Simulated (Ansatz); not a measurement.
BHSF (SMILES FB[S]), doublet: a trajectory.

Input (in.yaml):

```yaml
crystal:
  periodic: [false, false, false]
  atoms:
    - {symbol: F, position_ang: [1.108960, 0.681780, -0.420940]}
    - {symbol: B, position_ang: [0.100740, -0.015680, 0.058450]}
    - {symbol: S, position_ang: [-1.473010, -0.067360, -0.704980]}
    - {symbol: H, position_ang: [0.263310, -0.598750, 1.067480]}
basis:
  gaussian: {orbitals: def2-SVP}
magnetization: {spin_polarized: true, initial_magnetization: 1}
hamiltonian: {xc: pbe0, dispersion: d4}
md: {n_steps: 30, timestep: -0.5, temperature: 100, ensemble: nvt_nose_hoover, seed: 99, initial_velocities: maxwell_boltzmann}
```

Command:

```bash
ansatz run in.yaml --threads 2 --pin off --events-out ev --progress --plain --max-ram 3481MiB
```

The run's output (Ansatz 0.2.0):

```
Error: invalid value for `md.timestep`: must be finite and > 0; got -0.5 fs
```

The run took about 0.05 s on 2 CPU threads of an Arm Neoverse V1 (shared host).


The program refused the input. A timestep must be positive.